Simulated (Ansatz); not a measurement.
# BN (triplet): a ladder of functionals and wavefunction methods

An exercise on one series of results from a longer session: the logs are not shown, and one member is left open.

The runs use Ansatz 0.2.0, Gaussian basis; functionals in def2-TZVPP, the program's frozen cores in correlated methods.

Levels to be run: LDA (SPW92), PBE-D4, revPBE-D4, BLYP-D4, r2SCAN-D4, B97M-V, PBE0-D4, B3LYP-D4, r2SCANh-D4, r2SCAN0-D4, HSE06-D4, BHLYP-D4, CAM-B3LYP-D4, LC-ωPBE, ωB97X-V, ωB97M-V, B2PLYP, PBE-QIDH; CCSD(T)/def2-SVP; CCSD(T)/def2-TZVPP; CCSD(T)/def2-QZVPP; extrapolation to the limit; RPA on PBE.

**The relaxed structure**

The geometry comes from an earlier relaxation with PBE0-D4 in a triple-zeta def2 set; it is a stationary point.

2 atoms, charge 0, spin multiplicity 3.

Atoms are counted from 1 here; the program's logs count them from 0.

Bond lengths: B1–N2 1.315 Å.

Set-up of the first run:

File in.yaml:

```yaml
crystal:
  periodic: [false, false, false]
  atoms:
    - {symbol: B, position_ang: [0.000000, -0.000000, -0.023523]}
    - {symbol: N, position_ang: [-0.000000, 0.000000, 1.291953]}
basis:
  gaussian: {orbitals: def2-TZVPP}
magnetization: {spin_polarized: true, initial_magnetization: 2}
hamiltonian: {xc: lda}
output: {orbitals: {seedname: orbitals}}
```

Command:

```console
> ansatz run in.yaml --threads 2 --pin off --events-out ev --progress --plain --max-ram 20480MiB --backend cpu
```

Steps of the session up to this table: LDA; PBE-D4 (GGA); revPBE-D4 (GGA); BLYP-D4 (GGA); r2SCAN-D4 (meta-GGA); B97M-V (meta-GGA); PBE0-D4 (hybrid); B3LYP-D4 (hybrid); r2SCANh-D4 (hybrid); r2SCAN0-D4 (hybrid); HSE06-D4 (hybrid); BHLYP-D4 (hybrid); CAM-B3LYP-D4 (range-separated); LC-ωPBE (range-separated); ωB97X-V (range-separated); ωB97M-V (range-separated); B2PLYP (double hybrid); PBE-QIDH (double hybrid).

One of the session's tables, all rows but one given; the rest of the session is left out.

It belongs to the step «Orbital energies across the functionals». 

| functional | HOMO (eV) | LUMO (eV) | gap (eV) |
| --- | --- | --- | --- |
| LDA (SPW92) | -7.50 | -7.35 | 0.16 |
| PBE-D4 | -7.41 | -6.75 | 0.66 |
| revPBE-D4 | ? | ? | ? |
| BLYP-D4 | -7.31 | -6.75 | 0.56 |
| r2SCAN-D4 | -7.61 | -6.00 | 1.61 |
| B97M-V | -7.60 | -6.00 | 1.60 |
| PBE0-D4 | -8.68 | -5.10 | 3.58 |
| B3LYP-D4 | -8.46 | -5.63 | 2.83 |
| r2SCANh-D4 | -8.10 | -5.44 | 2.65 |
| r2SCAN0-D4 | -8.83 | -4.63 | 4.20 |
| HSE06-D4 | -8.27 | -5.51 | 2.76 |
| BHLYP-D4 | -9.83 | -3.69 | 6.14 |
| CAM-B3LYP-D4 | -10.12 | -3.97 | 6.15 |
| LC-ωPBE | -11.59 | -2.32 | 9.27 |
| ωB97X-V | -11.14 | -2.83 | 8.30 |
| ωB97M-V | -10.94 | -2.96 | 7.98 |

Q: Estimate the row for revPBE-D4 from the others.

The run gave: HOMO (eV): -7.35; LUMO (eV): -6.59; gap (eV): 0.77. In the column «HOMO (eV)» it lies between PBE-D4 (-7.41) and BLYP-D4 (-7.31).
